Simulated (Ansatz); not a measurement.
A run of Ansatz (development build ahead of 0.2.0) on singlet C5H12 at this shape:

```yaml
atoms:
  - { symbol: C, position_ang: [0.0000, 0.0000, 0.0000] }
  - { symbol: C, position_ang: [0.8133, 0.8133, 0.8133] }
  - { symbol: C, position_ang: [0.8133, -0.8133, -0.8133] }
  - { symbol: C, position_ang: [-0.8133, 0.8133, -0.8133] }
  - { symbol: C, position_ang: [-0.8133, -0.8133, 0.8133] }
  - { symbol: H, position_ang: [0.2532, 1.4109, 1.4109] }
  - { symbol: H, position_ang: [1.4109, 0.2532, 1.4109] }
  - { symbol: H, position_ang: [1.4109, 1.4109, 0.2532] }
  - { symbol: H, position_ang: [0.2532, -1.4109, -1.4109] }
  - { symbol: H, position_ang: [1.4109, -0.2532, -1.4109] }
  - { symbol: H, position_ang: [1.4109, -1.4109, -0.2532] }
  - { symbol: H, position_ang: [-1.4109, 0.2532, -1.4109] }
  - { symbol: H, position_ang: [-1.4109, 1.4109, -0.2532] }
  - { symbol: H, position_ang: [-0.2532, 1.4109, -1.4109] }
  - { symbol: H, position_ang: [-1.4109, -1.4109, 0.2532] }
  - { symbol: H, position_ang: [-0.2532, -1.4109, 1.4109] }
  - { symbol: H, position_ang: [-1.4109, -0.2532, 1.4109] }
```

Its results:

```
Converged                       : yes
Reference energy                : -196.23935 hartree
Correlation energy              : -0.72705 hartree
Total energy                    : -196.96641 hartree
Spin squared of the determinant : 0.000
```

**Question.** Which input gives this output? Name the method, the orbitals and the basis set, and write the input.

**Answer.** RHF-MP2 in cc-pVDZ. An unrestricted run that stays on the closed shell gives the same numbers.

```yaml
crystal:
  periodic: [false, false, false]
  atoms:
    - { symbol: C, position_ang: [0.0, 0.0, 0.0] }
    - { symbol: C, position_ang: [0.81327, 0.81327, 0.81327] }
    - { symbol: C, position_ang: [0.81327, -0.81327, -0.81327] }
    - { symbol: C, position_ang: [-0.81327, 0.81327, -0.81327] }
    - { symbol: C, position_ang: [-0.81327, -0.81327, 0.81327] }
    - { symbol: H, position_ang: [0.25319, 1.41094, 1.41094] }
    - { symbol: H, position_ang: [1.41094, 0.25319, 1.41094] }
    - { symbol: H, position_ang: [1.41094, 1.41094, 0.25319] }
    - { symbol: H, position_ang: [0.25319, -1.41094, -1.41094] }
    - { symbol: H, position_ang: [1.41094, -0.25319, -1.41094] }
    - { symbol: H, position_ang: [1.41094, -1.41094, -0.25319] }
    - { symbol: H, position_ang: [-1.41094, 0.25319, -1.41094] }
    - { symbol: H, position_ang: [-1.41094, 1.41094, -0.25319] }
    - { symbol: H, position_ang: [-0.25319, 1.41094, -1.41094] }
    - { symbol: H, position_ang: [-1.41094, -1.41094, 0.25319] }
    - { symbol: H, position_ang: [-0.25319, -1.41094, 1.41094] }
    - { symbol: H, position_ang: [-1.41094, -0.25319, 1.41094] }
basis:
  gaussian: { orbitals: cc-pVDZ }
hamiltonian:
  xc: hf
correlation:
  method: mp2
  frozen_orbitals: { C: 1, H: 0 }
```

Caution: no unrestricted run beside it, a lower state can exist.
